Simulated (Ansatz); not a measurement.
Start from `C/N=C(/F)Cl` and change one atom or group to get `N=C(F)Cl`.

Ansatz, PBE0-D4/def2-TZVP geometries, multiplicity 1. Each molecule was computed in one conformer, which needn't be the lowest.

```csv
property,`C/N=C(/F)Cl`
HOMO energy (B3LYP/def2-TZVPP) / eV,-8.17
HOMO–LUMO gap (B3LYP/def2-TZVPP) / eV,7.77
HOMO–LUMO gap (PBE/def2-TZVPP) / eV,5.70
LUMO energy (PBE/def2-TZVPP) / eV,-1.22
HOMO energy (PBE/def2-TZVPP) / eV,-6.92
HOMO energy (PBE0/def2-TZVPP) / eV,-8.42
```

(1) What does the change do to each property? (Estimate.)

Results:

(1) Ansatz gave: 
| property | `N=C(F)Cl` | shift |
| --- | --- | --- |
| HOMO energy (B3LYP/def2-TZVPP) / eV | -8.77 | -0.60 |
| HOMO–LUMO gap (B3LYP/def2-TZVPP) / eV | 8.05 | 0.28 |
| HOMO–LUMO gap (PBE/def2-TZVPP) / eV | 5.92 | 0.22 |
| LUMO energy (PBE/def2-TZVPP) / eV | -1.54 | -0.32 |
| HOMO energy (PBE/def2-TZVPP) / eV | -7.46 | -0.54 |
| HOMO energy (PBE0/def2-TZVPP) / eV | -9.04 | -0.62 |

With PBE0 the HOMO falls by 0.62 eV and the LUMO falls by 0.30 eV, so the gap widens by about 0.32 eV. PBE moves the HOMO by -0.54 eV and ωB97M-V by -0.63 eV.

B3LYP here is the variant with VWN-RPA as its local correlation; programs differ in this.
